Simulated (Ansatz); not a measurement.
Input file:

```yaml
crystal:
  periodic: [false, false, false]
  atoms:
    - {symbol: Mn, position_ang: [0.000000, 0.000000, 0.000000]}
    - {symbol: O, position_ang: [0.000000, 0.000000, 1.477800]}
basis:
  gaussian: {orbitals: def2-SVP}
total_charge: 1
magnetization: {spin_polarized: true, initial_magnetization: 2}
hamiltonian: {xc: {name: r2SCAN}}
```

```sh
$ ansatz run in.yaml --threads 1 --pin off --events-out ev --progress --plain --max-ram 2393MiB
```

Output:

```
570 factors; their error is unknown
mean field evaluation 1: about -33337.0805 eV, gradient 5.7e1 eV
mean field evaluation 2: about -33200.6436 eV, gradient 1.7e2 eV
mean field evaluation 4: about -33346.6824 eV, gradient 2.8e1 eV
mean field evaluation 8: about -33349.1294 eV, gradient 2.8e0 eV
mean field evaluation 16: about -33349.1767 eV, gradient 4.6e-3 eV
mean field evaluation 32: about -33349.2170 eV, gradient 4.3e-1 eV
mean field evaluation 64: about -33348.7340 eV, gradient 2.5e0 eV
mean field evaluation 96: about -33349.0113 eV, gradient 1.6e-1 eV
mean field evaluation 128: about -33348.9876 eV, gradient 6.9e-4 eV
mean field evaluation 160: about -33347.6359 eV, gradient 1.6e1 eV
mean field evaluation 192: about -33349.1847 eV, gradient 3.0e-1 eV
mean field evaluation 224: about -33348.6122 eV, gradient 1.6e0 eV
mean field evaluation 256: about -33349.2164 eV, gradient 3.2e-1 eV
mean field evaluation 288: about -33349.0031 eV, gradient 3.7e0 eV
mean field -33349.21813561 eV, -1225.5611615719 hartree, gradient 6.2e-6 eV, S^2 2.625426; 24 other end points of the search recorded, 0 dependent functions left out
reference -33349.21815377 eV, -1225.5611622392 hartree; 17, 15 occupied and 28, 30 virtual orbitals, 570 factors
Total energy: -33349.21815377 eV, -1225.5611622392 hartree
```

Ran on 1 thread of Arm Neoverse V1, shared host: 54 s wall, 0.14 GiB peak host memory.
